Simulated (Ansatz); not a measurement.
**What each rung costs, and what it gives**

Saddle point of CH5O, doublet (CH₄O ([CH3][OH]) + H → CH₃O ([CH2][OH]) + H₂; bonds formed: H1–H4; bonds broken: H1–C2), PBE0-D4/def2-TZVP structure:

H1  (-0.860, -0.319, -0.468)
C2  (0.202, -0.256, 0.294)
O3  (1.113, 0.638, -0.216)
H4  (-1.648, -0.329, -1.059)
H5  (0.608, -1.265, 0.252)
H6  (-0.206, -0.001, 1.277)
H7  (0.792, 1.533, -0.080)
(Å)

Barriers are electronic and count from the start structure reached by relaxing down the imaginary mode. Spin–orbit coupling is left out.

Ansatz 0.2.0; basis: as named in each row; cores frozen in the correlated methods; orbitals are unrestricted. B3LYP uses VWN-RPA correlation. Extrapolation: Hartree–Fock as exp(−7.88 √X), correlation as X^−2.97.

Times are rough, for one single point on 2 threads of a shared host (AMD EPYC 7R43).

The estimate by CCSD(T) at an estimated basis limit (MP2 extrapolated from triple and quadruple zeta, plus CCSD(T) − MP2 in triple zeta) is 41.2 kJ/mol.

```json
{"method": "HF", "basis": "STO-3G", "time (s)": "under 1", "barrier (kJ/mol)": "83.7", "method less estimate": "42.5"}
{"method": "PBE-D4", "basis": "STO-3G", "time (s)": "under 1", "barrier (kJ/mol)": "-36.1", "method less estimate": "-77.3"}
{"method": "SPW92", "basis": "def2-SVP", "time (s)": "under 1", "barrier (kJ/mol)": "-19.0", "method less estimate": "-60.2"}
{"method": "B3LYP-D4", "basis": "6-31G", "time (s)": "under 1", "barrier (kJ/mol)": "15.7", "method less estimate": "-25.6"}
{"method": "PBE0-D4", "basis": "def2-SVP", "time (s)": "1", "barrier (kJ/mol)": "19.9", "method less estimate": "-21.4"}
{"method": "PBE-D4", "basis": "def2-SVP", "time (s)": "1", "barrier (kJ/mol)": "2.8", "method less estimate": "-38.4"}
{"method": "SPW92", "basis": "def2-TZVPP", "time (s)": "1", "barrier (kJ/mol)": "-12.5", "method less estimate": "-53.8"}
{"method": "CCSD(T)", "basis": "def2-SVP", "time (s)": "2", "barrier (kJ/mol)": "46.9", "method less estimate": "5.7"}
{"method": "BLYP-D4", "basis": "def2-TZVPP", "time (s)": "2", "barrier (kJ/mol)": "1.9", "method less estimate": "-39.3"}
{"method": "PBE-D4", "basis": "def2-TZVPP", "time (s)": "3", "barrier (kJ/mol)": "8.4", "method less estimate": "-32.9"}
{"method": "CAM-B3LYP-D4", "basis": "def2-TZVPP", "time (s)": "3", "barrier (kJ/mol)": "22.4", "method less estimate": "-18.8"}
{"method": "PBE0-D4", "basis": "def2-TZVPP", "time (s)": "3", "barrier (kJ/mol)": "23.2", "method less estimate": "-18.1"}
{"method": "B3LYP-D4", "basis": "def2-TZVPP", "time (s)": "3", "barrier (kJ/mol)": "13.8", "method less estimate": "-27.5"}
{"method": "RPA on PBE", "basis": "def2-TZVPP", "time (s)": "3", "barrier (kJ/mol)": "40.7", "method less estimate": "-0.5"}
{"method": "BHLYP-D4", "basis": "def2-TZVPP", "time (s)": "3", "barrier (kJ/mol)": "30.7", "method less estimate": "-10.5"}
{"method": "PBE-QIDH", "basis": "def2-TZVPP", "time (s)": "4", "barrier (kJ/mol)": "42.2", "method less estimate": "1.0"}
{"method": "wB97M-V", "basis": "def2-SVP", "time (s)": "4", "barrier (kJ/mol)": "30.3", "method less estimate": "-10.9"}
{"method": "r2SCAN-D4", "basis": "def2-TZVPP", "time (s)": "4", "barrier (kJ/mol)": "6.9", "method less estimate": "-34.3"}
{"method": "r2SCAN0-D4", "basis": "def2-TZVPP", "time (s)": "4", "barrier (kJ/mol)": "17.5", "method less estimate": "-23.7"}
{"method": "B2PLYP", "basis": "def2-TZVPP", "time (s)": "4", "barrier (kJ/mol)": "30.6", "method less estimate": "-10.6"}
{"method": "B97M-V", "basis": "def2-TZVPP", "time (s)": "8", "barrier (kJ/mol)": "17.6", "method less estimate": "-23.6"}
{"method": "wB97X-V", "basis": "def2-TZVPP", "time (s)": "8", "barrier (kJ/mol)": "35.8", "method less estimate": "-5.4"}
{"method": "wB97M-V", "basis": "def2-TZVPP", "time (s)": "8", "barrier (kJ/mol)": "35.4", "method less estimate": "-5.8"}
{"method": "MP2", "basis": "def2-QZVPP", "time (s)": "10", "barrier (kJ/mol)": "59.7", "method less estimate": "18.5"}
{"method": "CCSD(T)", "basis": "def2-TZVPP", "time (s)": "36", "barrier (kJ/mol)": "42.8", "method less estimate": "1.5"}
```

All methods are single points on the PBE0-D4 structures; a negative value means that the method puts the saddle structure below the start.

No T1 diagnostic of these runs exceeds 0.016. ⟨S²⟩ of the unrestricted Hartree–Fock references: 0.75 to 0.79 (a pure state has 0.75).

Labels in which every atom is bracketed show which atoms are joined, not bond orders.
